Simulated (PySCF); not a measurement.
Calculation: PBE-D3(BJ)/def2-TZVP // r2SCAN-D4/def2-TZVP run with PySCF. Isolated molecules, 0 K electronic values unless said otherwise. Excitations are Tamm–Dancoff values on a coarser integration grid. The basis has no diffuse functions, so Rydberg states are missing or too high.

Reference species (SMILES): `C=O` (neutral, multiplicity 1).

| Item | Result |
|---|---|
| S1 oscillator strength | 0.000 |
| S1 excitation (TDA) | 3.93 eV |
| brightest of the four lowest singlets (TDA) | 7.34 eV |

After one change: the S1 oscillator strength is nearly the same; the S1 excitation (TDA) falls by 2.09 eV; the brightest of the four lowest singlets (TDA) falls by 0.93 eV.

Task: What was changed between the two runs? The new species is one of these.
A) `[SiH2]=[Se]`
B) `C=N`
C) `[GeH2]=[Se]`
D) `C=[Se]`

Result: D, `C=[Se]`
